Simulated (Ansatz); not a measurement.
Chalcopyrite CuGaSe₂

Calculation: PBEsol+SOC in Ansatz (PAW).

Run with plane-wave cutoff 520 eV, 8×8×8 k mesh, Fermi–Dirac smearing 0.01 eV, PAW data made under PBE.

Cell (measured lattice):

CuGaSe₂ has the tetragonal space group I-42d (No. 122), the chalcopyrite structure, Pearson symbol tI16. Cell: a = 5.619 Å, b = 5.619 Å, c = 11.026 Å, α = 90.00°, β = 90.00°, γ = 90.00°. Ga on 4b sees 4 Se at 2.416 Å (tetrahedral). Cu on 4a is surrounded by 4 Se at 2.420 Å (tetrahedral). Se on 8d is coordinated by 2 Ga at 2.416 Å and 2 Cu at 2.420 Å (tetrahedral). (Neighbours: up to the widest gap in distance over summed covalent radii, below 1.35, at either atom; cation-cation and far metal-metal contacts left out.)
(The calculation used a cell of 8 atoms; values per cell refer to that cell.)

For chalcopyrite CuGaSe₂, the band gap is 0.13 eV (direct).

Measured, for comparison: band gap 1.67 eV (temperature not stated, not corrected to a static lattice, direct or pseudo-direct at Γ; as tabulated in Ghosh et al. (2024), arXiv:2401.16805). Computed (rounded) less measured: band gap -1.54 eV.

Note: cell and atoms aren't relaxed at this level (largest force component 0.43 eV/Å, pressure -0.7 GPa).

Static lattice: no zero-point or thermal effects.

Ansatz is a first-principles code.
